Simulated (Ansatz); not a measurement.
A run of Ansatz (development build ahead of 0.2.0) on doublet MgSiO(+) in separate pieces at this shape:

```
atom   x (Å)   y (Å)    z (Å)
  Si  0.0000  0.0000   0.0000
  Mg  0.0000  0.0000   7.1400
   O  0.0000  4.8412  -1.2972
```

Its results:

```
Converged                       : yes
Total energy                    : -564.11055 hartree
Spin squared of the determinant : 0.750
Stability test                  : minimum among restricted orbitals
```

**Question.** Which input gives this output? Name the method, the orbitals and the basis set, and write the input.

**Answer.** ωB97X (restricted open-shell) in pcseg-2.

```yaml
crystal:
  periodic: [false, false, false]
  atoms:
    - { symbol: Si, position_ang: [0.0, 0.0, 0.0] }
    - { symbol: Mg, position_ang: [0.0, 0.0, 7.14] }
    - { symbol: O, position_ang: [0.0, 4.8412, -1.2972] }
basis:
  gaussian: { orbitals: pcseg-2 }
total_charge: 1
magnetization:
  initial_magnetization: 1
hamiltonian:
  xc: { name: wB97X }
```

Caution: stretched shape with no unrestricted run beside it, a lower state can exist; charge can spread falsely over distant fragments.
